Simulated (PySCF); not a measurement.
Do core-level shifts follow atomic charges?

Species: C₄H₃N.
SMILES with atom numbers: `[CH3:1][C:2]#[C:3][C:4]#[N:5]`

Binding energies: delta-SCF UKS SCAN, pcX-2 on the ionised atom, pcseg-1 elsewhere, spin-free X2C in PySCF 2.14.0. Charges: PBE0/pcSseg-1 ground-state density, for the ionised atom.

| atom | environment | C 1s (eV) | Mulliken (e) | IAO (e) | Hirshfeld (e) | ESP (e) |
| --- | --- | --- | --- | --- | --- | --- |
| C3 | alkyne carbon | 291.75 | +0.061 | -0.105 | -0.048 | -0.533 |
| C2 | alkyne carbon | 291.77 | -0.030 | +0.056 | +0.023 | +0.362 |
| C1 | propargylic carbon | 292.51 | -0.216 | -0.433 | -0.081 | -0.581 |
| C4 | nitrile carbon | 292.71 | -0.092 | +0.142 | +0.080 | +0.619 |

**Question.** Give the correlation coefficient and slope of binding energy on charge for each scheme.

**Answer.** Hirshfeld: r = 0.25, slope 1.7 eV per e; ESP: r = 0.24, slope 0.2 eV per e; IAO: r = -0.12, slope -0.2 eV per e; Mulliken: r = -0.76, slope -3.3 eV per e. On 4 points no scheme stands out.

**Question.** The point-charge model writes a binding energy as kq + V + constant, with V the potential of the other atoms' charges at the site. What does it give with the ESP charges?

**Answer.** V = Σ 14.40 eV Å × q/r over all other atoms: +7.65 eV at C3, -6.31 eV at C2, +9.59 eV at C1, -9.62 eV at C4. Fitting binding energy − V to q gives k = 16.0 eV per e and leaves an rms residual of 0.16 eV, against 0.42 eV for the fit on q alone. The model has no term for differences in relaxation between sites.

The unrestricted hole states depart most from a pure doublet (⟨S²⟩ = 0.75; over 0.85 named) for C 1s of C3 (0.85), C 1s of C2 (0.92) and C 1s of C4 (0.88), which makes these values less certain. Isolated species at its PBE0-D3(BJ)/def2-SVP geometry, gas phase.
